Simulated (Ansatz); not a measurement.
## Molecular dynamics of B2H4O

input.yaml

```yaml
crystal:
  periodic: [false, false, false]
  atoms:
    - { symbol: B, position_ang: [-0.977159, 0.332483, -1.0022] }
    - { symbol: B, position_ang: [-0.007849, 0.459408, 0.168017] }
    - { symbol: O, position_ang: [1.101311, -0.219425, 0.84153] }
    - { symbol: H, position_ang: [-1.540432, -0.590858, -0.357119] }
    - { symbol: H, position_ang: [-1.550357, 0.881321, -1.91183] }
    - { symbol: H, position_ang: [1.295982, -0.066498, 1.787353] }
    - { symbol: H, position_ang: [1.739703, -0.86453, 0.428648] }
basis:
  gaussian: { orbitals: def2-SVP }
hamiltonian:
  xc: pbe
  dispersion: d4
md:
  timestep: 0.5
  n_steps: 200
  ensemble: nve
  temperature: 100.0
  initial_velocities: maxwell_boltzmann
  seed: 10074
```

Launched with:

```bash
$ ansatz run input.yaml --threads 1 --pin off --max-ram 2048MiB --backend cpu --events-out ev --progress --plain --runs-dir out
```

It starts at the highest image of a converged band. Of that band: The profile has 2 maxima (images 1, 5) with wells between them (image 2): this band takes more than one step, which may be the mechanism or a detour left from its start path. Neighbouring images differ by up to 3.3 eV, so the band resolves the path poorly. A vibrational analysis at the climbing image gives one clearly imaginary mode, 296i cm⁻¹: a first-order saddle point.

Output, in part (one step line in 7, the closing report, with atoms numbered from 0):

```
md step     0: t =     0.00 fs  T =   100.0 K  F+E_penalty+E_count = -3453.19993615 eV  E_kin = 0.064630 eV  conserved = -3453.13530615 eV  (45 SCF iters)
md step     7: t =     3.50 fs  T =    68.9 K  F+E_penalty+E_count = -3453.17972292 eV  E_kin = 0.044500 eV  conserved = -3453.13522325 eV  (30 SCF iters)
md step    14: t =     7.00 fs  T =    35.1 K  F+E_penalty+E_count = -3453.15789290 eV  E_kin = 0.022701 eV  conserved = -3453.13519201 eV  (29 SCF iters)
md step    21: t =    10.50 fs  T =    31.5 K  F+E_penalty+E_count = -3453.15558593 eV  E_kin = 0.020342 eV  conserved = -3453.13524366 eV  (29 SCF iters)
md step    28: t =    14.00 fs  T =    25.9 K  F+E_penalty+E_count = -3453.15196181 eV  E_kin = 0.016738 eV  conserved = -3453.13522407 eV  (30 SCF iters)
md step    35: t =    17.50 fs  T =    36.1 K  F+E_penalty+E_count = -3453.15850794 eV  E_kin = 0.023316 eV  conserved = -3453.13519187 eV  (23 SCF iters)
md step    42: t =    21.00 fs  T =    78.8 K  F+E_penalty+E_count = -3453.18618087 eV  E_kin = 0.050914 eV  conserved = -3453.13526674 eV  (29 SCF iters)
md step    49: t =    24.50 fs  T =    82.1 K  F+E_penalty+E_count = -3453.18830914 eV  E_kin = 0.053043 eV  conserved = -3453.13526630 eV  (30 SCF iters)
md step    56: t =    28.00 fs  T =    49.4 K  F+E_penalty+E_count = -3453.16712205 eV  E_kin = 0.031904 eV  conserved = -3453.13521779 eV  (30 SCF iters)
md step    63: t =    31.50 fs  T =    37.9 K  F+E_penalty+E_count = -3453.15969465 eV  E_kin = 0.024474 eV  conserved = -3453.13522106 eV  (40 SCF iters)
md step    70: t =    35.00 fs  T =    33.9 K  F+E_penalty+E_count = -3453.15712118 eV  E_kin = 0.021888 eV  conserved = -3453.13523341 eV  (30 SCF iters)
md step    77: t =    38.50 fs  T =    20.6 K  F+E_penalty+E_count = -3453.14849150 eV  E_kin = 0.013292 eV  conserved = -3453.13519943 eV  (24 SCF iters)
md step    84: t =    42.00 fs  T =    40.7 K  F+E_penalty+E_count = -3453.16149889 eV  E_kin = 0.026279 eV  conserved = -3453.13522006 eV  (23 SCF iters)
md step    91: t =    45.50 fs  T =    74.1 K  F+E_penalty+E_count = -3453.18319115 eV  E_kin = 0.047921 eV  conserved = -3453.13527024 eV  (29 SCF iters)
md step    98: t =    49.00 fs  T =    69.9 K  F+E_penalty+E_count = -3453.18039472 eV  E_kin = 0.045162 eV  conserved = -3453.13523245 eV  (29 SCF iters)
md step   105: t =    52.50 fs  T =    58.7 K  F+E_penalty+E_count = -3453.17313344 eV  E_kin = 0.037921 eV  conserved = -3453.13521274 eV  (29 SCF iters)
md step   112: t =    56.00 fs  T =    57.3 K  F+E_penalty+E_count = -3453.17229884 eV  E_kin = 0.037044 eV  conserved = -3453.13525496 eV  (29 SCF iters)
md step   119: t =    59.50 fs  T =    42.2 K  F+E_penalty+E_count = -3453.16248407 eV  E_kin = 0.027251 eV  conserved = -3453.13523303 eV  (29 SCF iters)
md step   126: t =    63.00 fs  T =    40.5 K  F+E_penalty+E_count = -3453.16132503 eV  E_kin = 0.026155 eV  conserved = -3453.13516999 eV  (30 SCF iters)
md step   133: t =    66.50 fs  T =    86.6 K  F+E_penalty+E_count = -3453.19125673 eV  E_kin = 0.056002 eV  conserved = -3453.13525513 eV  (30 SCF iters)
md step   140: t =    70.00 fs  T =   114.9 K  F+E_penalty+E_count = -3453.20952363 eV  E_kin = 0.074258 eV  conserved = -3453.13526520 eV  (29 SCF iters)
md step   147: t =    73.50 fs  T =   120.3 K  F+E_penalty+E_count = -3453.21294769 eV  E_kin = 0.077741 eV  conserved = -3453.13520671 eV  (30 SCF iters)
md step   154: t =    77.00 fs  T =   146.8 K  F+E_penalty+E_count = -3453.23009292 eV  E_kin = 0.094872 eV  conserved = -3453.13522117 eV  (30 SCF iters)
md step   161: t =    80.50 fs  T =   177.0 K  F+E_penalty+E_count = -3453.24968628 eV  E_kin = 0.114400 eV  conserved = -3453.13528633 eV  (30 SCF iters)
md step   168: t =    84.00 fs  T =   175.0 K  F+E_penalty+E_count = -3453.24833404 eV  E_kin = 0.113101 eV  conserved = -3453.13523296 eV  (30 SCF iters)
md step   175: t =    87.50 fs  T =   188.7 K  F+E_penalty+E_count = -3453.25719024 eV  E_kin = 0.121926 eV  conserved = -3453.13526457 eV  (30 SCF iters)
md step   182: t =    91.00 fs  T =   193.3 K  F+E_penalty+E_count = -3453.26021553 eV  E_kin = 0.124903 eV  conserved = -3453.13531219 eV  (29 SCF iters)
md step   189: t =    94.50 fs  T =   149.1 K  F+E_penalty+E_count = -3453.23159059 eV  E_kin = 0.096366 eV  conserved = -3453.13522459 eV  (28 SCF iters)
md step   196: t =    98.00 fs  T =   130.7 K  F+E_penalty+E_count = -3453.21966175 eV  E_kin = 0.084441 eV  conserved = -3453.13522032 eV  (29 SCF iters)
md step   200: t =   100.00 fs  T =   140.0 K  F+E_penalty+E_count = -3453.22570900 eV  E_kin = 0.090459 eV  conserved = -3453.13524986 eV  (39 SCF iters)
Total energy: -3453.22573973 eV, -126.9037052547 hartree
Atom 0 at    -0.901739     0.450676    -1.068847 Å, force    -0.136240    -0.451556     0.644818 eV/Å
Atom 1 at    -0.051453     0.368845     0.156002 Å, force    -0.719938     0.561484    -0.842415 eV/Å
Atom 2 at     1.073283    -0.244081     0.858087 Å, force     0.399506    -0.403277     0.367842 eV/Å
Atom 3 at    -1.142952    -0.359000     0.096933 Å, force    -0.013796    -0.181319     0.081361 eV/Å
Atom 4 at    -1.973615     0.356756    -1.616241 Å, force     0.147250     0.374296    -0.319481 eV/Å
Atom 5 at     1.377614     0.134245     1.702368 Å, force     0.189608     0.062091     0.024188 eV/Å
Atom 6 at     1.787518    -0.677543     0.344794 Å, force     0.133610     0.038282     0.043688 eV/Å
Dipole moment:     1.167217    -0.554512     0.784917 e Å
```

All steps were run. The conserved energy stayed within 0.02 meV per atom of its start (net change 0.008 meV per atom), so the integration is sound. A run of 0.1 ps of so small a system gives no equilibrium averages. The orbitals stay closed-shell, which can raise the energy where a bond breaks towards radicals; this wasn't checked here.

The step under study would form O3–H6 and break B2–H6. These pairs go: O3–H6 0.98 → 0.97 Å, B2–H6 2.14 → 2.12 Å. In the last frame they stand as after the step (other bonds may differ from the relaxed reactants and products). Also joined: B2–H4 1.93 → 1.31 Å. It ends as one piece, B2H4O. Pairs count as bonded within 1.25 times the sum of covalent radii (0.12 Å more for H–H).

Last frame:

```xyz
7
Properties=species:S:1:pos:R:3
B -0.902 0.451 -1.069
B -0.051 0.369 0.156
O 1.073 -0.244 0.858
H -1.143 -0.359 0.097
H -1.974 0.357 -1.616
H 1.378 0.134 1.702
H 1.788 -0.677 0.345
```

Time of the run: 3.3 min on 1 thread of Arm Neoverse V2, on a shared host, peak memory 0.097 GiB.
